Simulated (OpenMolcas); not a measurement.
**One shape, several levels: SiH3OF (SMILES O[SiH2]F)**

Aim: a comparison of 6 runs (B3LYP/6-31G*, B2PLYP/aug-cc-pVDZ, B3LYP/aug-cc-pVDZ, BLYP/aug-cc-pVDZ, MP2/aug-cc-pVDZ) of SiH3OF. 

The calculation is run with OpenMolcas 26.06.

1 further run of the same task is left out (set aside as unsound or not needed).

**1. The structure to begin with**

SiH3OF: 6 atoms, total charge 0, spin state singlet. As SMILES, `O[SiH2]F`. The shape is that of a PBE0-D4/def2-TZVP optimisation. This is one conformer, not always the lowest.

Bond lengths: O1–Si2 1.630 Å, Si2–F3 1.596 Å, O1–H4 0.958 Å, Si2–H5 1.474 Å, Si2–H6 1.482 Å. Angles: O1–Si2–F3 111.0°, O1–Si2–H5 106.4°, O1–Si2–H6 111.7°, F3–Si2–H5 108.2°, F3–Si2–H6 106.0°, Si2–O1–H4 119.1°, H5–Si2–H6 113.7°.

**2. Energy and gradient at B3LYP/6-31G(d) (spherical functions) (run 1)**

Input file test.inp:

```
* FH3OSi Kohn-Sham DFT

&GATEWAY
  BasLib
  $CurrDir
  BasisSet
  O.6-31Gs....
  O1 -0.853500 -0.209200 -0.924100 angstrom
  End of Basis
  BasisSet
  Si.6-31Gs....
  Si2 0.378300 -0.009300 0.123900 angstrom
  End of Basis
  BasisSet
  F.6-31Gs....
  F3 0.180800 -0.922800 1.417800 angstrom
  End of Basis
  BasisSet
  H.6-31Gs....
  H4 -1.714200 0.150200 -0.705600 angstrom
  H5 1.595600 -0.458500 -0.575800 angstrom
  H6 0.455100 1.385600 0.617600 angstrom
  End of Basis

&SEWARD
  GridInput
  Grid=UltraFine
  End of Grid

&SCF
  KSDFT
  B3LYP
  Thresholds
  1e-10 1e-07 1e-07 1e-05
  PrOrbitals
  1 1

&ALASKA
```

The basis set 6-31G* is read from a file made from the Basis Set Exchange's data (not shown).

Command:

```console
$ export MOLCAS_MEM=1860
$ pymolcas test.inp > test.log
```

The log of the run:

```text
--- Start Module: gateway ---
[...]
--- Stop Module: gateway /rc=_RC_ALL_IS_WELL_ ---
[...]
      Basis functions           52
[...]
--- Start Module: scf ---
[...]
       Convergence after  12 Iterations
[...]
::    Total KS-DFT energy                            -466.4486419713
[...]
      Total spin, S                                     0.0000000000
[...]
      Total electronic charge=   34.000000
      Total            charge=   -0.000000
[...]
      Dipole Moment (debye):
      Origin of the operator (angstrom)=    0.0107   -0.3039    0.2266
                   X= -9.2100E-01               Y=  1.3905E+00               Z= -1.9732E-01           Total=  1.6795E+00
      Quadrupole Moment (debye*angstrom):
[...]
--- Stop Module: scf /rc=_RC_ALL_IS_WELL_ ---
[...]
--- Start Module: alaska ---
[...]
 *              Molecular gradients               *
 **************************************************
  Irreducible representation: a
 ------------------------------------------------------------------------------------------
                              X                       Y                       Z
 ------------------------------------------------------------------------------------------
  O1                1.66486032007285E-03    4.49012117409886E-03    1.14753304807067E-02
  SI2              -9.26149814465305E-03   -5.50687026435082E-03   -8.23530834729524E-04
  F3                1.44279631206201E-03    6.89524671807717E-03   -1.00783055285447E-02
  H4                7.51939762993725E-03   -3.27560964561302E-03   -2.21000348881095E-03
  H5               -6.66530338547133E-04   -7.79209980337425E-04    1.22812781040560E-03
  H6               -6.99025778916562E-04   -1.82367800188477E-03    4.08381560957460E-04
 ------------------------------------------------------------------------------------------
--- Stop Module: alaska /rc=_RC_ALL_IS_WELL_ ---
[...]
```

Wall time 13 s (1 thread of Arm Neoverse V1, shared host); peak memory 0.38 GiB.

**3. Energy and forces at B3LYP/6-31G(d) (Cartesian functions) (run 2)**

Input file mol.xyz:

```xyz
6

O     -0.853500    -0.209200    -0.924100
Si     0.378300    -0.009300     0.123900
F      0.180800    -0.922800     1.417800
H     -1.714200     0.150200    -0.705600
H      1.595600    -0.458500    -0.575800
H      0.455100     1.385600     0.617600
```

Input file calc.input:

```
&GATEWAY
  BasLib=$CurrDir
  Coord=mol.xyz
  Basis=6-31Gs
  Group=NoSym

&SEWARD
  GridInput
  Grid=UltraFine
  End of Grid

&SCF
  KSDFT=B3LYP
  Thresholds=1e-10 1e-07 1e-07 1e-05
  PrOrbitals=1 1

&ALASKA
```

The basis set 6-31G* is read from a file made from the Basis Set Exchange's data (not shown).

Command:

```console
$ export MOLCAS_MEM=1860
$ pymolcas calc.input > calc.log
```

The log of the run:

```text
--- Start Module: gateway ---
[...]
--- Stop Module: gateway /rc=_RC_ALL_IS_WELL_ ---
[...]
      Basis functions           55
[...]
--- Start Module: scf ---
[...]
       Convergence after  12 Iterations
[...]
::    Total KS-DFT energy                            -466.4530905670
[...]
      Total spin, S                                     0.0000000000
[...]
      Total electronic charge=   34.000000
      Total            charge=   -0.000000
[...]
      Dipole Moment (debye):
      Origin of the operator (angstrom)=    0.0107   -0.3039    0.2266
                   X= -9.1848E-01               Y=  1.3957E+00               Z= -1.9393E-01           Total=  1.6820E+00
      Quadrupole Moment (debye*angstrom):
[...]
--- Stop Module: scf /rc=_RC_ALL_IS_WELL_ ---
[...]
--- Start Module: alaska ---
[...]
 *              Molecular gradients               *
 **************************************************
  Irreducible representation: a
 ------------------------------------------------------------------------------------------
                              X                       Y                       Z
 ------------------------------------------------------------------------------------------
  O1                1.22741281538552E-03    4.42012537999714E-03    1.13093669554303E-02
  SI2              -8.42543533380358E-03   -4.62550275648255E-03   -1.49175027067594E-03
  F3                1.15919675704301E-03    6.18399115483470E-03   -9.18966611468619E-03
  H4                7.36691476171902E-03   -3.35317763522736E-03   -2.29785757910356E-03
  H5               -6.66341653208669E-04   -7.90763718838461E-04    1.24652073328457E-03
  H6               -6.61747347063590E-04   -1.83467242432567E-03    4.23386275798965E-04
 ------------------------------------------------------------------------------------------
--- Stop Module: alaska /rc=_RC_ALL_IS_WELL_ ---
[...]
```

Run time: 14 s. Hardware: 1 thread of Arm Neoverse V1, shared host; peak memory 0.39 GiB.

Runs 3 to 5 aren't shown in full; the table further down has their settings and results.

**4. A single-point energy at MP2/aug-cc-pVDZ (run 6)**

Input file test.inp:

```
&GATEWAY
 BasLib=$CurrDir
 Coord
 6
 angstrom
 O       -0.853500      -0.209200      -0.924100
 Si       0.378300      -0.009300       0.123900
 F        0.180800      -0.922800       1.417800
 H       -1.714200       0.150200      -0.705600
 H        1.595600      -0.458500      -0.575800
 H        0.455100       1.385600       0.617600
 Basis=aug-cc-pVDZ
 Group=NoSym

&SEWARD

&SCF
 Thresholds=1e-10 1e-07 1e-07 1e-05
 PrOrbitals=1 2

&MBPT2
 Frozen=7
```

The basis set aug-cc-pVDZ is read from a file made from the Basis Set Exchange's data (not shown).

Command:

```console
$ export MOLCAS_MEM=1860
$ pymolcas test.inp > test.log
```

The log of the run:

```text
--- Start Module: gateway ---
[...]
--- Stop Module: gateway /rc=_RC_ALL_IS_WELL_ ---
[...]
      Basis functions          100
[...]
--- Start Module: scf ---
[...]
       Convergence after  14 Iterations
[...]
::    Total SCF energy                               -465.1078118061
[...]
      Total spin, S                                     0.0000000000
[...]
      Total electronic charge=   34.000000
      Total            charge=   -0.000000
[...]
      Dipole Moment (debye):
      Origin of the operator (angstrom)=    0.0107   -0.3039    0.2266
                   X= -6.7285E-01               Y=  1.5460E+00               Z= -3.4343E-01           Total=  1.7207E+00
      Quadrupole Moment (debye*angstrom):
[...]
--- Stop Module: scf /rc=_RC_ALL_IS_WELL_ ---
[...]
--- Start Module: mbpt2 ---
[...]
WARNING!
Default frozen orbitals as non valence orbitals is overwritten by user input.
Default values:   4
[...]
       Reference weight ( Cref**2 )         =        0.87901
::    Total MBPT2 energy                             -465.6200141719
[...]
      Total MBPT2 calculations                           0.36      0.41
--- Stop Module: mbpt2 /rc=_RC_ALL_IS_WELL_ ---
[...]
```

Wall time 9.9 s (1 thread of Arm Neoverse V1, shared host); peak memory 0.56 GiB.

**5. All runs side by side**

```csv
run,level,Cartesian functions,task,energy (Eh),dipole moment (D) of the reference,HOMO energy (eV),LUMO energy (eV),wall time
1,B3LYP/6-31G* (spherical functions),no,gradient,-466.448642,1.68,-8.87,0.79,13 s
2,B3LYP/6-31G* (Cartesian functions),yes,gradient,-466.453091,1.68,-8.88,0.73,14 s
3,B2PLYP/aug-cc-pVDZ,no,energy,-466.228515,1.66,-10.76,0.16,28 s
4,B3LYP/aug-cc-pVDZ,no,gradient,-466.499714,1.59,-9.14,-0.66,35 s
5,BLYP/aug-cc-pVDZ,no,gradient,-466.446486,1.53,-7.78,-1.06,40 s
6,MP2/aug-cc-pVDZ,no,energy,-465.620014,1.72,-13.02,0.93,9.9 s
```

**6. What came out**

| quantity | value |
| --- | --- |
| run 6: total energy | -465.62001 Eh |
| run 6: dipole moment (mean-field density) | 1.72 D |
| run 6: HOMO energy (Hartree–Fock orbitals) | -13.02 eV |
| run 6: LUMO energy (Hartree–Fock orbitals) | 0.93 eV |
| run 6: HOMO–LUMO gap (Hartree–Fock orbitals) | 13.95 eV |
| run 6: correlation energy (7 core orbitals frozen) | -512.2 mEh |

What this shows: Over runs 1, 2, 3, 4, 5 the dipole moment (its size) runs from 1.53 D (BLYP/aug-cc-pVDZ) to 1.68 D (B3LYP/6-31G*). The two ends differ in method and basis. Over runs 1, 2, 3, 4, 5 the HOMO–LUMO gap runs from 6.73 eV (BLYP/aug-cc-pVDZ) to 10.92 eV (B2PLYP/aug-cc-pVDZ). A double hybrid's value is that of its SCF part. For B2PLYP the log adds the whole second-order term; the table takes 0.27 of it, as the functional is defined. Totals of different functionals can't be ranked against each other. All runs together took 2.3 min, the longest 40 s.
